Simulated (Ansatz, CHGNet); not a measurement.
Elastic constant C44 (GPa) of solids drawn from the class of oxides, at two levels: the machine-learned potential CHGNet 0.3.0 (trained on PBE and PBE+U data), and r²SCAN in Ansatz (PAW).

```
solid                              CHGNet 0.3.0  r²SCAN
---------------------------------  ------------  ------
cubic perovskite BaHfO₃                    64.8    99.0
rock-salt MgO                              86.9       ?
anatase TiO₂ (metastable phase)            28.2    50.6
corundum Ga₂O₃ (metastable phase)          41.2    87.6
A-type hexagonal La₂O₃                     35.9    63.7
rutile SnO₂                                54.5    99.5
cubic perovskite BaZrO₃                    54.7    91.0
rutile TiO₂                                93.0     128
stishovite (SiO2)                           193     257
rock-salt CaO                              53.1       ?
```

Estimate the withheld r²SCAN values from the other rows.

One way: carry over the typical ratio. The ratios r²SCAN / CHGNet 0.3.0 of the other rows, in order: 1.332, 1.376, 1.528, 1.664, 1.774, 1.794, 1.826, 2.126; median 1.7190. Rock-salt MgO: 86.9 × 1.7190 = 149 GPa; the run gives 157 GPa. Rock-salt CaO: 53.1 × 1.7190 = 91.3 GPa; the run gives 79.3 GPa. The ratios spread from 1.332 to 2.126, so such an estimate is rough.

Over all 10 rows r²SCAN is the larger in 10.

Ansatz's runs of these crystals have no spin polarisation.

Spin–orbit coupling is left out, also for the solids with elements from indium on (cubic perovskite BaHfO3, A-type hexagonal La2O3, rutile SnO2, cubic perovskite BaZrO3); its size isn't shown.

Each level is taken at its own relaxed cell. Ansatz's density-functional and Hartree–Fock values are scalar-relativistic unless marked +SOC, with PAW data made under PBE.

Ansatz is a quantum-chemistry and plane-wave program.
